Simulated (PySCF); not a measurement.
**C4H4S2: calculation and literature**

Numbering as in the mapped SMILES `[SH:1][c:2]1[cH:3][cH:4][s:5][cH:6]1`; H(Xn) means a hydrogen on atom n.

Published estimates (parent shift plus substituent increments) and measurements: δ ¹H H(C4) 7.10; H(C6) 6.98; H(C3) 6.76 ppm (estimated from measurements, as parent shift plus tabulated substituent increment; solution, not stated per compound (mostly CDCl3 or CCl4); Pretsch, Buehlmann, Badertscher, Structure Determination of Organic Compounds, 4th ed. (2009)).

Theory: shieldings: GIAO PBE0/pcSseg-1, GFN2-xTB structure, in PySCF 2.14 (one conformer, isolated molecule, relativity neglected).

**Question.** What does the calculation give, and how does it compare?

**Answer.** 
Reference values: estimated from measurements, as parent shift plus tabulated substituent increment (solution, not stated per compound (mostly CDCl3 or CCl4); Pretsch, Buehlmann, Badertscher, Structure Determination of Organic Compounds, 4th ed. (2009)).
| atoms | quantity | reference | computed | computed, scaled |
| --- | --- | --- | --- | --- |
| H(C4) | δ ¹H | 7.10 | 7.11 | 6.81 |
| H(C6) | δ ¹H | 6.98 | 6.61 | 6.34 |
| H(C3) | δ ¹H | 6.76 | 6.77 | 6.49 |

Computed shifts are σ(ref) − σ with the named reference compound (TMS for H and C) calculated as an isolated molecule at the same level. The measured values may be among those fitted. Shieldings were converted by linear fits to measured shifts (mostly CDCl3, TMS scale, for H and C): ¹H (scatter 0.16 ppm rms, 0.17 ppm with the 2 outliers that the fit left out). A few per cent of atoms miss by over 2 rms, more outside the fitted compound classes. H not on carbon is unscaled (vs computed TMS).

**Question.** How far are the unscaled ¹H shifts from the references?

**Answer.** Mean signed difference -0.12 ppm, mean absolute 0.13 ppm over 3 comparisons; the largest is -0.37 ppm at H(C6) (hydrogen on an aromatic CH next to the ring sulfur).
